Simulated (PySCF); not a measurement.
**Structure elucidation problem**

Molecular formula: C6H6. Simulated spectra:

¹H NMR (400 MHz, computed): δ 7.47 (s, 6H).

¹³C{¹H} NMR (computed): δ 134.0 (CH, 6C).

Non-relativistic Hamiltonian, fast rotation and ring inversion assumed for equivalent nuclei, isolated molecule, one computed conformer. Coordinates at the PBE0-D3(BJ)/def2-SVP level; shielding tensors at PBE0/pcSseg-1 (GIAO); PySCF 2.14.0 with density-fitted response routines.

Shifts are taken against calculated references (same method and geometry level): ¹H (σref 31.27), ¹³C (σref 184.41) vs TMS.

Question: What is the structure?

Answer: 
- The formula gives 4 degrees of unsaturation (1 ring in the answer).
- 1 carbon signal for 6 carbons: some carbons are equivalent by symmetry or fast rotation.
- Carbon types of the structure: 6 × CH, which accounts for all hydrogens.
- δC 134.0: aromatic CH; the aromatic region.
- δH 7.47: hydrogen on an aromatic CH; it sits in the deshielding region of the aromatic ring current.

The compound is `c1ccccc1`.

The shifts were computed for this structure.

Shifts are as computed. Against solution values, carbons near 30 ppm lie about +2 ppm off and those near 130 ppm about +4 ppm. Of 246 compounds with measured shifts, 49 miss one by over three times the rms of a fit or turn the order of signals round; such compounds aren't used in these exercises.
